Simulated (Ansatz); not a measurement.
Born–Oppenheimer molecular dynamics of CH6NSi (9 atoms, charge 0, multiplicity 2). It starts at the highest image of a converged band. Of that band: The profile has 2 maxima (images 2, 4) with wells between them (image 3): this band takes more than one step, which may be the mechanism or a detour left from its start path. Neighbouring images differ by up to 2.8 eV, so the band resolves the path poorly. A vibrational analysis at the climbing image gives one clearly imaginary mode, 1443i cm⁻¹: a first-order saddle point.

Method: UKS B3LYP-D4/def2-mTZVP in Ansatz.

```json
{"ensemble": "NVE (velocity Verlet)", "time step": "0.5 fs", "steps asked": "200", "starting velocities drawn for": "300 K", "seed": "8846"}
```

Frames 1 fs apart, positions in Å.

Velocities at 45.0 fs (Å/ps):

```
C 1.67 1.14 2.01
Si 1.07 0.02 -6.35
N -0.64 0.96 3.98
H 23.38 -40.38 15.82
H -31.80 -11.00 5.41
H 32.63 1.79 96.28
H -30.70 16.57 -50.94
H -15.07 -3.98 32.27
H -19.37 9.67 -1.32
```

```xyz
9
Properties=species:S:1:pos:R:3 time_fs=45.0 energy_less_start_eV=-0.823 T=1211
C -0.975 0.481 -1.171
Si 0.511 0.458 -0.218
N 0.239 -0.808 1.035
H -1.803 -0.163 -1.234
H -1.059 1.379 -1.770
H 1.484 2.129 0.283
H 1.620 -0.420 -0.577
H 1.057 -1.397 1.115
H -0.027 -0.694 2.003
9
Properties=species:S:1:pos:R:3 time_fs=46.0 energy_less_start_eV=-0.820 T=1208
C -0.973 0.483 -1.169
Si 0.513 0.458 -0.223
N 0.239 -0.807 1.039
H -1.782 -0.207 -1.217
H -1.093 1.369 -1.766
H 1.508 2.120 0.375
H 1.593 -0.401 -0.635
H 1.043 -1.402 1.146
H -0.050 -0.682 2.002
9
Properties=species:S:1:pos:R:3 time_fs=47.0 energy_less_start_eV=-0.912 T=1309
C -0.972 0.486 -1.168
Si 0.515 0.458 -0.228
N 0.238 -0.805 1.043
H -1.764 -0.257 -1.198
H -1.131 1.361 -1.768
H 1.514 2.090 0.457
H 1.574 -0.381 -0.707
H 1.034 -1.408 1.174
H -0.078 -0.665 2.000
9
Properties=species:S:1:pos:R:3 time_fs=48.0 energy_less_start_eV=-1.084 T=1498
C -0.971 0.491 -1.169
Si 0.518 0.457 -0.231
N 0.238 -0.803 1.048
H -1.743 -0.307 -1.176
H -1.173 1.355 -1.775
H 1.503 2.038 0.526
H 1.565 -0.360 -0.792
H 1.028 -1.416 1.199
H -0.112 -0.643 1.994
9
Properties=species:S:1:pos:R:3 time_fs=49.0 energy_less_start_eV=-1.316 T=1755
C -0.972 0.495 -1.169
Si 0.522 0.457 -0.232
N 0.237 -0.800 1.053
H -1.715 -0.351 -1.153
H -1.220 1.351 -1.785
H 1.474 1.968 0.583
H 1.564 -0.337 -0.888
H 1.025 -1.424 1.220
H -0.149 -0.617 1.985
9
Properties=species:S:1:pos:R:3 time_fs=50.0 energy_less_start_eV=-1.589 T=2056
C -0.974 0.500 -1.171
Si 0.526 0.456 -0.232
N 0.236 -0.797 1.058
H -1.677 -0.386 -1.129
H -1.269 1.345 -1.798
H 1.428 1.878 0.624
H 1.567 -0.311 -0.990
H 1.022 -1.429 1.239
H -0.186 -0.589 1.969
9
Properties=species:S:1:pos:R:3 time_fs=51.0 energy_less_start_eV=-1.866 T=2361
C -0.978 0.505 -1.173
Si 0.532 0.455 -0.231
N 0.236 -0.793 1.062
H -1.631 -0.410 -1.106
H -1.320 1.337 -1.810
H 1.367 1.772 0.649
H 1.570 -0.281 -1.093
H 1.017 -1.432 1.256
H -0.223 -0.559 1.947
9
Properties=species:S:1:pos:R:3 time_fs=52.0 energy_less_start_eV=-2.101 T=2619
C -0.984 0.510 -1.176
Si 0.539 0.454 -0.229
N 0.236 -0.790 1.067
H -1.579 -0.423 -1.084
H -1.371 1.323 -1.819
H 1.292 1.653 0.658
H 1.571 -0.244 -1.193
H 1.007 -1.430 1.272
H -0.258 -0.528 1.921
9
Properties=species:S:1:pos:R:3 time_fs=53.0 energy_less_start_eV=-2.202 T=2727
C -0.990 0.516 -1.180
Si 0.546 0.452 -0.226
N 0.236 -0.786 1.071
H -1.524 -0.428 -1.065
H -1.419 1.302 -1.825
H 1.206 1.526 0.650
H 1.567 -0.200 -1.285
H 0.994 -1.425 1.288
H -0.289 -0.497 1.891
9
Properties=species:S:1:pos:R:3 time_fs=54.0 energy_less_start_eV=-1.990 T=2489
C -0.998 0.522 -1.183
Si 0.554 0.450 -0.222
N 0.236 -0.781 1.073
H -1.470 -0.432 -1.048
H -1.466 1.276 -1.827
H 1.116 1.402 0.632
H 1.557 -0.150 -1.365
H 0.979 -1.418 1.306
H -0.318 -0.468 1.861
9
Properties=species:S:1:pos:R:3 time_fs=55.0 energy_less_start_eV=-1.392 T=1835
C -1.005 0.529 -1.187
Si 0.562 0.446 -0.219
N 0.237 -0.776 1.075
H -1.423 -0.438 -1.035
H -1.510 1.246 -1.827
H 1.033 1.299 0.616
H 1.540 -0.093 -1.431
H 0.963 -1.413 1.328
H -0.343 -0.439 1.831
9
Properties=species:S:1:pos:R:3 time_fs=56.0 energy_less_start_eV=-0.843 T=1241
C -1.012 0.537 -1.190
Si 0.569 0.440 -0.216
N 0.237 -0.771 1.075
H -1.384 -0.449 -1.024
H -1.552 1.215 -1.825
H 0.970 1.242 0.624
H 1.518 -0.030 -1.479
H 0.949 -1.411 1.354
H -0.366 -0.413 1.804
```

Of the whole run (100 fs, mean temperature of the second half 1737 K): The conserved energy stayed within 1 meV per atom of its start (net change 0.016 meV per atom), so the integration is sound. The system heated up, since it started high on the potential surface and ran downhill. A run of 0.1 ps of so small a system gives no equilibrium averages.

Time of the run: 7.6 min on 2 threads of Arm Neoverse V1, on a shared host, peak memory 0.18 GiB.
